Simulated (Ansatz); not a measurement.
This geometry of H₆N₃P (10 atoms, charge 0, multiplicity 1) is a first-order saddle point.

These are results of RKS BHLYP-D4/STO-3G in Ansatz, not measurements.

```xyz
10
Properties=species:S:1:pos:R:3
N -1.106 0.174 -0.786
P 0.658 0.019 -0.474
N 0.448 -1.326 0.675
N 0.802 1.257 0.763
H -1.403 -0.680 -1.313
H -1.218 0.925 -1.505
H 1.348 -1.854 0.714
H -0.217 -2.009 0.250
H -0.048 1.245 1.363
H 0.819 2.197 0.318
```

(1) Which two structures does it join? (They come from a converged band through this point; their orientation in space is the band's.)

(2) How far does it lie above each of them?

Results:

(1) No bond is made or broken. The dihedral H5–N1–P2–N4 goes from 80 to -94°.

Image 0:

```xyz
10
Properties=species:S:1:pos:R:3
N -1.028 -0.111 -1.110
P 0.649 -0.197 -0.592
N 0.259 -1.312 0.740
N 0.840 1.164 0.505
H -1.155 0.595 -1.861
H -1.659 0.174 -0.334
H 1.145 -1.479 1.266
H 0.052 -2.241 0.310
H -0.004 1.306 1.095
H 0.984 2.050 -0.016
```

Image 8:

```xyz
10
Properties=species:S:1:pos:R:3
N -1.177 0.416 -0.853
P 0.513 -0.090 -0.695
N 0.195 -1.469 0.369
N 0.926 1.050 0.596
H -1.755 -0.214 -0.254
H -1.502 0.211 -1.820
H 0.302 -1.142 1.353
H 0.958 -2.168 0.251
H 0.060 1.578 0.843
H 1.564 1.778 0.212
```

(2) 16.1 kJ/mol above the first and 32.2 kJ/mol above the second. This is the barrier of this one path; another mechanism may lie lower. Limits of this set-up: minimal basis.

Run time: 3.5 min on 1 thread of Arm Neoverse V1, on a shared host, peak memory 0.092 GiB.
